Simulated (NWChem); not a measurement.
**A workflow on the pair AlH3···SiH2**

We compute a single-point energy (singlet AlSiH5, MP2/6-31+G*), then a single-point energy (singlet AlH3, MP2/6-31+G*), then a single-point energy (singlet SiH2, MP2/6-31+G*), then a single-point energy (singlet AlH3, MP2/6-31+G*), then a single-point energy (singlet SiH2, MP2/6-31+G*) of AlH5Si and its partners. 

Program for the calculation: NWChem 7.3.0.

## Step 1: The structure to begin with

AlSiH5: 7 atoms, total charge 0, spin state singlet. The two molecules were placed rigidly side by side, at 1 times their contact distance; the pair isn't optimised.

Bond lengths: Al1–H2 1.586 Å, Al1–H3 1.586 Å, Al1–H4 1.586 Å, Si5–H6 1.525 Å, Si5–H7 1.525 Å. Angles: H2–Al1–H3 120.0°, H2–Al1–H4 120.0°, H3–Al1–H4 120.0°, H6–Si5–H7 91.2°.

## Step 2: A single-point energy at MP2/6-31+G(d) (spherical functions) (run 1)

Input file alh5si.nw:

```
start alh5si
memory total 2200 mb

geometry noautosym nocenter noautoz
 Al      -0.000170       0.000250      -0.000030
 H        0.619320       0.685950       1.288680
 H       -1.354680      -0.816950       0.110180
 H        0.735520       0.130750      -1.398820
 Si      -1.850520      -1.502620       3.336010
 H       -2.164370      -2.238320       4.634890
 H       -0.802220      -2.545670       2.961810
end

basis spherical bse
 Al library 6-31+G*
 H library 6-31+G*
 Si library 6-31+G*
end

scf
 thresh 1e-08
 maxiter 80
 print low
end

mp2
 freeze core 10
 tight
end

task mp2
```

Started as:

```sh
nwchem alh5si.nw > alh5si.out
```

What it wrote, cut to the lines that bear on the results:

```text
[...]
  functions       =    54
[...]
  wavefunction    = RHF
[...]
         Total SCF energy =   -533.614765122380
      One-electron energy =   -852.380240592662
      Two-electron energy =    262.650518828375
 Nuclear repulsion energy =     56.114956641907
        Time for solution =      6.3s
[...]
          Total MP2 energy          -533.737106671160
[...]
```

Wall time 8.7 s (1 thread of Intel Xeon Platinum 8259CL at 2.50GHz (Skylake/Cascade Lake), shared host); peak memory 0.11 GiB.

## Step 3: AlH3: the energy at MP2/6-31+G(d) (spherical functions) (run 2)

Input file alh3.nw:

```
start alh3
memory stack 880 mb heap 220 mb global 1100 mb
charge 0

geometry units au noautosym nocenter noautoz
 Al -0.00032125  0.00047243 -0.00005669
 H   1.17034518  1.29625764  2.43525226
 H  -2.55997419 -1.54381176  0.20821002
 H   1.38993136  0.24708169 -2.64338670
end

basis "ao basis" spherical bse
 * library 6-31+G*
end

scf
 thresh 1e-08
 maxiter 80
 print low
end

mp2
 freeze core 5
 tight
end

task mp2 energy
```

Started as:

```sh
nwchem alh3.nw > alh3.out
```

What it wrote, cut to the lines that bear on the results:

```text
[...]
  functions       =    28
[...]
  wavefunction    = RHF
[...]
         Total SCF energy =   -243.616613530954
      One-electron energy =   -365.608465046866
      Two-electron energy =    108.399660698198
 Nuclear repulsion energy =     13.592190817714
        Time for solution =      2.5s
[...]
          Total MP2 energy          -243.669881795807
[...]
```

It took 4.2 s on 1 thread of Intel Xeon Platinum 8259CL at 2.50GHz (Skylake/Cascade Lake), shared host; peak memory 0.1 GiB.

## Step 4: SiH2: a single-point energy at MP2/6-31+G(d) (spherical functions) (run 3)

Input file sp.nw:

```
start sp
title "H2Si mp2"
memory stack 880 mb heap 220 mb global 1100 mb

geometry noautosym nocenter noautoz
 Si    -1.850520    -1.502620     3.336010
 H     -2.164370    -2.238320     4.634890
 H     -0.802220    -2.545670     2.961810
end

basis spherical bse
 Si library 6-31+G*
 H library 6-31+G*
end

scf
 thresh 1e-08
 maxiter 80
 print low
end

mp2
 freeze core 5
 tight
end

task mp2
```

Started as:

```sh
nwchem sp.nw > sp.out
```

What it wrote, cut to the lines that bear on the results:

```text
[...]
  functions       =    26
[...]
  wavefunction    = RHF
[...]
         Total SCF energy =   -289.999613662597
      One-electron energy =   -421.604247150125
      Two-electron energy =    121.648384162093
 Nuclear repulsion energy =      9.956249325435
        Time for solution =      1.2s
[...]
          Total MP2 energy          -290.067359167386
[...]
```

Run time: 2.2 s. Hardware: 1 thread of Intel Xeon Platinum 8259CL at 2.50GHz (Skylake/Cascade Lake), shared host; peak memory 0.1 GiB.

## Step 5: AlH3 among ghost functions: a single-point energy at MP2/6-31+G(d) (spherical functions, with ghost functions) (run 4)

Input file calc.nw:

```
start calc
title "AlH3"
memory total 2200 mb
charge 0
geometry noautosym nocenter noautoz
 Al      -0.000170       0.000250      -0.000030
 H        0.619320       0.685950       1.288680
 H       -1.354680      -0.816950       0.110180
 H        0.735520       0.130750      -1.398820
 bqSi    -1.850520    -1.502620     3.336010
 bqH     -2.164370    -2.238320     4.634890
 bqH     -0.802220    -2.545670     2.961810
end
basis spherical bse
 Al library 6-31+G*
 H library 6-31+G*
 bqSi library Si 6-31+G*
 bqH library H 6-31+G*
end
scf
 thresh 1e-08
 maxiter 80
 noprint "final vectors analysis"
end
mp2
 freeze core 5
 tight
end
task mp2 energy
```

Started as:

```sh
nwchem calc.nw > calc.out
```

What it wrote, cut to the lines that bear on the results:

```text
[...]
  functions       =    54
[...]
  wavefunction    = RHF
[...]
         Total SCF energy =   -243.616878630229
      One-electron energy =   -365.603440701387
      Two-electron energy =    108.394370267049
 Nuclear repulsion energy =     13.592191804109
        Time for solution =      5.2s
[...]
          Total MP2 energy          -243.670310672130
[...]
```

Wall time 7.5 s (1 thread of Intel Xeon Platinum 8259CL at 2.50GHz (Skylake/Cascade Lake), shared host); peak memory 0.11 GiB.

## Step 6: SiH2 among ghost functions: a single-point energy at MP2/6-31+G(d) (spherical functions, with ghost functions) (run 5)

Input file a.nw:

```
start a
memory 2200 mb
geometry units angstrom noautosym nocenter noautoz
 Si    -1.850520    -1.502620     3.336010
 H     -2.164370    -2.238320     4.634890
 H     -0.802220    -2.545670     2.961810
 bqAl    -0.000170     0.000250    -0.000030
 bqH      0.619320     0.685950     1.288680
 bqH     -1.354680    -0.816950     0.110180
 bqH      0.735520     0.130750    -1.398820
end
basis spherical bse
 Si library 6-31+G*
 H library 6-31+G*
 bqAl library Al 6-31+G*
 bqH library H 6-31+G*
end
scf
 thresh 1e-08
 maxiter 80
 noprint "final vectors analysis"
end
mp2
 freeze core 5
 tight
end
task mp2 energy
```

Started as:

```sh
nwchem a.nw > a.out
```

What it wrote, cut to the lines that bear on the results:

```text
[...]
  functions       =    54
[...]
  wavefunction    = RHF
[...]
         Total SCF energy =   -289.999745669266
      One-electron energy =   -421.599396756763
      Two-electron energy =    121.643401762062
 Nuclear repulsion energy =      9.956249325435
        Time for solution =      6.3s
[...]
          Total MP2 energy          -290.067741217697
[...]
```

It took 8.7 s on 1 thread of Intel Xeon Platinum 8259CL at 2.50GHz (Skylake/Cascade Lake), shared host; peak memory 0.1 GiB.

## Step 7: What came out

```
                                                                                                                quantity          value
                                                                                        run 1, MP2/6-31+G*: total energy  -533.73711 Eh
                                                        run 1, MP2/6-31+G*: correlation energy (10 core orbitals frozen)     -122.3 mEh
                                                                                                      AlH3: total energy  -243.66988 Eh
                                                                       AlH3: correlation energy (5 core orbitals frozen)      -53.3 mEh
                                                                                                      SiH2: total energy  -290.06736 Eh
                                                                       SiH2: correlation energy (5 core orbitals frozen)      -67.7 mEh
                                                                                AlH3 among ghost functions: total energy  -243.67031 Eh
                                                 AlH3 among ghost functions: correlation energy (5 core orbitals frozen)      -53.4 mEh
                                                                                SiH2 among ghost functions: total energy  -290.06774 Eh
                                                 SiH2 among ghost functions: correlation energy (5 core orbitals frozen)      -68.0 mEh
              interaction energy of the rigid parts AlH3 and SiH2 (parts in their own basis; closest atoms 3.33 Å apart)       0.004 eV
interaction energy of the rigid parts AlH3 and SiH2 (parts in the whole basis, counterpoise; closest atoms 3.33 Å apart)       0.026 eV
```

In words: The interaction energy of the rigid parts AlH3 and SiH2 (parts in their own basis; closest atoms 3.33 Å apart) is 0.00 eV (0.4 kJ/mol). Without counterpoise this holds the superposition error of the basis. The interaction energy of the rigid parts AlH3 and SiH2 (parts in the whole basis, counterpoise; closest atoms 3.33 Å apart) is 0.03 eV (2.5 kJ/mol): the parts repel at this shape. The basis-set superposition error is 2.1 kJ/mol.
